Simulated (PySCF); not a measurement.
A geometry optimisation on sulfuryl chloride fluoride (`O=S(=O)(F)Cl`).

Method: PBE0-D3(BJ)/def2-SVP geometry optimisation, gas phase (PySCF 2.14.0). Start geometry: GFN2-xTB. The command runs a driver script over a list of jobs; the input below is this job's line of settings and its coordinates in Å.

Command:
```bash
OMP_NUM_THREADS=1 python probes_run.py task.json out
```

Input:
```
{"job": {"xc": "PBE0", "basis": "def2-SVP", "d3": "d3bj", "grid": 1, "kind": "geom"}, "charge": 0, "multiplicity": 1}
O     -0.517618    -0.951405    -1.075041
S     -0.147070    -0.154788     0.027216
O     -0.576603    -0.420557     1.343154
F     -0.596663     1.368768    -0.317671
Cl     1.846576     0.160835     0.005157
```

Output:
```
step   0  E = -1107.59814476  max force = 0.037171
step   1  E = -1107.59683358  max force = 0.031214
step   2  E = -1107.59969458  max force = 0.016706
step   3  E = -1107.60042641  max force = 0.002760
step   4  E = -1107.60048647  max force = 0.001090
step   5  E = -1107.60048908  max force = 0.000444
step   6  E = -1107.60048895  max force = 0.000161
optimisation converged
```

Energies in Eh; «max force» is the largest Cartesian gradient component in Eh/bohr.

Question: Give the first gradient maximum in eV/Å.

Answer: With 1 Eh/bohr = 51.422 eV/Å, 1.911 eV/Å.

Question: At which steps does the energy rise by more than 1e-5 Eh?

Answer: At step 1 (+1.31 mEh).

Main results: final energy -1107.60049 Eh after 6 steps; dipole 1.35 D.

Question: Where do the atoms end?

Answer: 0.023 Å rms from the input after alignment:
```
atom  x, y, z in Å
O1     0.0023   -1.1200   -1.0658
S2    -0.0355   -0.2129    0.0393
O3    -0.0336   -0.6134    1.4122
F4    -1.2970    0.7266   -0.1706
Cl5    1.3772    1.2235   -0.2323
```

The run took 14 s wall on one thread of an Arm Neoverse V1, shared host with 32 logical CPUs at a one-minute load of 39, and the process peaked at 0.34 GiB of memory.
Labels such as C1 count atoms from 1, the log's own numbers from 0.
